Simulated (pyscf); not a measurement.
Optimised with ωB97X-D3(BJ)/def2-SVP in PySCF. MP2 and CC: frozen core, UHF for open shells. ΔMP2 is the change of the MP2 total energy from the triple- to the quadruple-zeta basis.

For the elementary gas-phase step HF (SMILES F) + H₂N–B(F)–F (SMILES NB(F)F) → F–B(F)–F (SMILES FB(F)F) + NH₃ (SMILES N) (singlet surface; F–H, B–N broken, B–F, H–N formed), what barrier and reaction energy does CCSD(T)/def2-TZVPP + ΔMP2(QZVPP) give, measured from the separated reactants?

ΔE‡ = 47.8 kJ/mol, ΔE = -25.9 kJ/mol. Zero-point energy shifts the barrier by +3.0 kJ/mol. It is a four-centre exchange, with an imaginary mode of 809i cm⁻¹. On the reactant side the descent ends in a complex, 18.8 kJ/mol under the separated species and 56.1 kJ/mol under the saddle at ωB97X-D3(BJ)/def2-TZVP. On the product side the descent ends in an adduct with a B–N contact, 94.4 kJ/mol under the separated species and 158.7 kJ/mol under the saddle at ωB97X-D3(BJ)/def2-TZVP. What is counted as broken (B–N) persists as a longer contact in the product adduct; parting that adduct is a step of its own. At ωB97X-D3(BJ) the barrier from the zero used here is 37.3 kJ/mol. This is the saddle that the search found; another between the same sides may lie lower. The CCSD(T) − MP2 part came from Ansatz, without density fitting, on the same reference.
